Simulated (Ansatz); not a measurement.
Process, species as SMILES: FF (F2) → 2 F atom
B3LYP-D3(BJ)/def2-TZVP geometries, fixed; electronic energies without zero-point terms.

Basis-set convergence of the atomisation energy at wB97M-V with Ansatz (a program for electronic structure). All functions are spherical. The program fits the integrals of some runs and decomposes those of others, by size. Open shells are unrestricted. The functional holds VV10 correlation; no added dispersion term, no relativity. Functions are those of the species that has most. Reference: the value in aug-cc-pV5Z, 37.65 kcal/mol, itself unsure by roughly 0.06 kcal/mol (its mean distance from pcseg-4, aug-pcseg-3, aug-cc-pVQZ).

```csv
basis,functions,atomisation energy (kcal/mol)
6-31G,18,___
cc-pVDZ,28,___
"6-311++G(2d,2p)",54,___
cc-pVTZ,60,38.89
cc-pVQZ,110,38.12
pcseg-3,120,37.55
def2-QZVPPD,132,___
aug-cc-pVQZ,160,37.63
pcseg-4,202,37.68
```

Problem. What belongs in the gaps?

Solution. 
- 6-31G, atomisation energy (kcal/mol): 29.10
- cc-pVDZ, atomisation energy (kcal/mol): 37.91
- 6-311++G(2d,2p), atomisation energy (kcal/mol): 35.94
- def2-QZVPPD, atomisation energy (kcal/mol): 37.51
